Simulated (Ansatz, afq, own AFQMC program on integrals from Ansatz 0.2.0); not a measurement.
**BH, triplet: AFQMC among the cluster methods**

```xyz
2

B     0.0000    0.0000    0.0000
H     0.0000    0.0000    0.9620
```

Basis cc-pVTZ. Only valence electrons are correlated. Integrals, coupled cluster, full CI and functionals: Ansatz 0.2.0; the random walks run on the same integrals in our own AFQMC program. The CISD trial takes its coefficients from CCSD amplitudes. Released means that phaseless walkers are propagated on without the constraint, phases kept. Free projection: walkers drawn from exp(T), propagated without any constraint. Its projection time is finite, and what remains of the start isn't in its error. Uncertainties: one standard error, sampling alone.

Determinant: UHF, the one that the program's search chose, which needn't be the lowest solution. The geometry is a point of a scan.

Full CI on the same integrals is exact in this basis and with this determinant's frozen core.

Cautions: lower spins were not checked.

The T1 diagnostic is 0.0140. The weight of the determinant in the CISD state is 0.967, the ⟨S²⟩ of the determinant is 2.002 and the size of the correlated space is 4 electrons in 43 orbitals.

Reference: full CI, correlation energy -1.739 eV. The released energy is read at 2.40 1/Eh (meV from the phaseless value at times in 1/Eh: 3.4 ± 1.9 at 0.24, 1.8 ± 1.5 at 0.51, -2.9 ± 1.6 at 0.99, -4.2 ± 1.9 at 1.62, -1.8 ± 2.2 at 2.40).

```
         level  E − E(reference) (kJ/mol)  share of correlation (%)
            HF                      167.8                      0.00
           MP2                       37.2                     77.83
          CCSD                        3.8                     97.73
       CCSD(T)                        0.9                     99.49
         CCSDT                        0.0                     99.98
      CCSDT(Q)                        0.0                    100.00
   ph-AFQMC/HF                  4.0 ± 1.8                     97.59
 ph-AFQMC/CISD                  0.2 ± 0.2                     99.86
released AFQMC                  0.1 ± 0.2                     99.97
    free AFQMC                  0.1 ± 0.2                     99.96
```

CCSDT and higher add their correlation energy to the determinant of the CCSD(T) run, since their own runs factorise the integrals more tightly (a shift of under 2 meV). Free projections are given only where their last times agree within the noise and don't stop above the reference; a slow remainder of the start can still hide under it. A walk keeps the symmetry of its determinant, which the program's search chose and which needn't be the lowest solution, so a lower state of the same spin and another symmetry isn't excluded. Released energies are given only where the last usable release times agree within the noise; a slower fall can still hide under it.
